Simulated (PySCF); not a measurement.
Do core-level shifts follow atomic charges?

Compound: C₃H₄N₂S.
Geometry (PBE0-D3(BJ)/def2-SVP, Å), atoms numbered from 1 in this order:
```
atom  x, y, z in Å
N1    -1.6472   -0.1007   -0.1931
C2    -0.2852    0.0832   -0.0368
C3     0.6216   -0.9699    0.3171
N4     1.8942   -0.6658    0.3765
S5     2.1007    0.9279   -0.0006
C6     0.4323    1.2419   -0.2461
H7    -2.0434   -0.8453    0.3672
H8    -2.2070    0.7410   -0.1464
H9     0.3104   -1.9975    0.5340
H10    0.0547    2.2237   -0.5303
```

Binding energies: PySCF 2.14.0, delta-SCF UKS SCAN, pcX-2 on the ionised atom, pcseg-1 elsewhere, spin-free X2C. Charges: PBE0/pcSseg-1 ground-state density, for the ionised atom.

```json
{"atom": "C6", "environment": "aromatic CH next to a ring sulfur", "C 1s (eV)": "290.55", "Mulliken (e)": "-0.284", "IAO (e)": "-0.399", "Hirshfeld (e)": "-0.120", "ESP (e)": "-0.419"}
{"atom": "C3", "environment": "aromatic CH next to a ring nitrogen", "C 1s (eV)": "291.13", "Mulliken (e)": "+0.148", "IAO (e)": "-0.067", "Hirshfeld (e)": "-0.018", "ESP (e)": "+0.104"}
{"atom": "C2", "environment": "aromatic carbon bearing nitrogen", "C 1s (eV)": "291.74", "Mulliken (e)": "+0.015", "IAO (e)": "+0.062", "Hirshfeld (e)": "+0.019", "ESP (e)": "+0.248"}
```

Give the correlation coefficient and slope of binding energy on charge for each scheme.

IAO: r = 0.97, slope 2.4 eV per e; Hirshfeld: r = 0.96, slope 7.9 eV per e; ESP: r = 0.95, slope 1.6 eV per e; Mulliken: r = 0.67, slope 1.8 eV per e. On 3 points no scheme stands out.

The point-charge model writes a binding energy as kq + V + constant, with V the potential of the other atoms' charges at the site. What does it give with the Hirshfeld charges?

V = Σ 14.40 eV Å × q/r over all other atoms: +1.21 eV at C6, -0.79 eV at C3, -1.35 eV at C2. Fitting binding energy − V to q gives k = 26.6 eV per e and leaves an rms residual of 0.07 eV, against 0.13 eV for the fit on q alone. The model has no term for differences in relaxation between sites.

Geometry: PBE0-D3(BJ)/def2-SVP; no solvent, vibrations or thermal averaging.
